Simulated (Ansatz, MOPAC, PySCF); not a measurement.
Reaction (SMILES): C1CC1N + 4 [H][H] (H2) -> 3 C (CH4) + N (NH3)

Property: energy of full hydrogenation (enthalpy at 298 K), in kcal/mol. Conventions: non-relativistic; 6-31G* and kin with 6d, 5d where marked; no dispersion term unless named; no spin-orbit coupling; LANL2DZ all-electron up to Ne; valence correlation only; 6-311+G** with 5d. CBS marks a two-point X^-3 extrapolation of the correlation energy; Hartree-Fock from the larger set. The bracket is a focal-point correction in the basis named. First-principles rows: single points at B3LYP-D3(BJ) geometries (Ansatz, a quantum-chemistry and plane-wave program), with unscaled harmonic terms from B3LYP/6-31G* at its own minima. Semi-empirical rows: MOPAC heats of formation at their own minima for 298 K.

Measured values: Active Thermochemical Tables 1.112 (ions: stationary electron), as tabulated in the package chemicals; CRC Handbook, as tabulated in the package chemicals; they hold spin-orbit and core effects, anharmonicity and other conformers. 

Value to compare with, the measured value: -82.7 kcal/mol.

| level | program | energy of full hydrogenation (enthalpy at 298 K) (kcal/mol) | error |
|---|---|---|---|
| AM1 | MOPAC | -33.4 | 49.3 |
| HF/6-31G* | Ansatz | -96.4 | -13.7 |
| SVWN5/6-31G* | Ansatz | -77.0 | 5.7 |
| PBE/6-31G* | Ansatz | -77.3 | 5.4 |
| BLYP/6-31G* | Ansatz | -79.2 | 3.5 |
| BP86/def2-SVP | PySCF | -76.8 | 5.9 |
| B3LYP/STO-3G | Ansatz | -87.0 | -4.3 |
| B3LYP/LANL2DZ | Ansatz | -96.2 | -13.5 |
| B3LYP/def2-SVP | Ansatz | -82.5 | 0.2 |
| B3LYP/6-311+G** | Ansatz | -87.1 | -4.4 |
| PBE0/6-31G* | Ansatz | -82.9 | -0.2 |
| MP2/6-311+G** | Ansatz | -76.8 | 5.9 |
| B3PW91/6-31G* (5d) | PySCF | -82.2 | 0.5 |
| r2SCAN-D4/def2-TZVPD | Ansatz + dftd4 | -80.6 | 2.1 |
| B3LYP/def2-TZVPD | Ansatz | -85.9 | -3.2 |
| B3LYP-D3(BJ)/def2-TZVPD | Ansatz + dftd3 | -82.8 | -0.1 |
| RI-MP2/CBS(aug-cc-pVTZ,aug-cc-pVQZ)+[CCSD(T)-MP2]/aug-cc-pVTZ | Ansatz | -81.9 | 0.8 |

Among the 13 habitual levels, AM1 lies farthest from the measured value (49.3 kcal/mol); 8 of 13 lie above it, and their mean absolute error is 8.7 kcal/mol, the median 5.4. One case shows no general order.

The levels are drawn from those run, B3LYP/6-31G* more often than the rest, none by its result; runs whose electronic state is in doubt are left out.
